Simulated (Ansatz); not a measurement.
Process, species as SMILES: [CH3] (CH3) → CH3+ (singlet, bonded as [CH3]) + e-
B3LYP-D3(BJ)/def2-TZVP geometries, fixed; electronic energies without zero-point terms.
Largest species:
```
C
H 1 1.0789
H 1 1.0789 2 120.00
H 1 1.0789 2 120.00 3 -180.00
```
Charge 0, spin multiplicity 2.

Core correlation in the adiabatic ionisation energy at CCSD(T) with Ansatz (an electronic-structure program), in eV: frozen core against all electrons. Core-valence sets carry the plain set on hydrogen. Open shells are unrestricted.

```csv
basis,"functions, most",frozen core,all electrons,core term (second minus first)
cc-pVDZ,29,9.487,9.491,0.005
cc-pCVDZ,33,9.491,9.496,0.005
cc-pVTZ,72,9.703,9.720,0.017
cc-pwCVTZ,85,9.706,9.724,0.018
cc-pCVTZ,85,9.705,9.720,0.015
cc-pVQZ,145,9.753,9.772,0.019
cc-pwCVQZ,174,9.754,9.774,0.020
cc-pCVQZ,174,9.753,9.772,0.019
```

The largest core-valence set, cc-pCVQZ, gives a core term of 0.019 eV; the valence set cc-pVQZ, which lacks functions for the core, gives 0.019.
